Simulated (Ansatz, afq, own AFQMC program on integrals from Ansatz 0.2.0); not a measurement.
## H2O⁺, doublet: AFQMC among the cluster methods

```xyz
3

O     0.0000   -0.0646    0.0000
H     0.0000    0.5128   -0.8211
H     0.0000    0.5128    0.8211
```

Basis 6-31G. Noble-gas cores (and the filled d shells of Ga–Kr and In–Xe) are frozen. Ansatz 0.2.0 and our own AFQMC program on the same integrals; the CISD trial comes from CCSD amplitudes, and released means the phaseless constraint is let go. Free AFQMC starts from the CCSD state and is never constrained. Its projection time is finite, and what remains of the start isn't in its error. Error bars are statistical, one sigma.

Determinant: UHF, the one that the program's search chose, which needn't be the lowest solution. The geometry is a point of a scan.

Full CI on the same integrals is exact in this basis and with this determinant's frozen core.

The T1 diagnostic is 0.0085, the weight of the determinant in the CISD state is 0.963 and the ⟨S²⟩ of the determinant is 0.756. The size of the correlated space is 7 electrons in 12 orbitals.

Reference: full CI, correlation energy -2.879 eV. The released energy is read at 2.40 1/Eh (meV from the phaseless value at times in 1/Eh: 1.9 ± 0.9 at 0.24, 0.6 ± 0.8 at 0.51, 1.4 ± 0.5 at 0.99, 0.9 ± 0.7 at 1.62, 1.7 ± 1.1 at 2.40).

```
         level  E − E(reference) (kcal/mol)  share of correlation (%)
            HF                        66.39                      0.00
           MP2                         8.27                     87.55
          CCSD                         0.68                     98.98
       CCSD(T)                         0.21                     99.68
         CCSDT                         0.13                     99.81
      CCSDT(Q)                         0.01                     99.99
        CCSDTQ                         0.00                    100.00
   ph-AFQMC/HF                 -0.31 ± 0.50                    100.46
 ph-AFQMC/CISD                 -0.03 ± 0.05                    100.05
released AFQMC                  0.01 ± 0.03                     99.99
    free AFQMC                  0.02 ± 0.02                     99.98
```

CCSDT and higher add their correlation energy to the determinant of the CCSD(T) run, since their own runs factorise the integrals more tightly (a shift of under 2 meV). Free projections are given only where their last times agree within the noise and don't stop above the reference; a slow remainder of the start can still hide under it. A walk keeps the symmetry of its determinant, which the program's search chose and which needn't be the lowest solution, so a lower state of the same spin and another symmetry isn't excluded. Released energies are given only where the last usable release times agree within the noise; a slower fall can still hide under it.
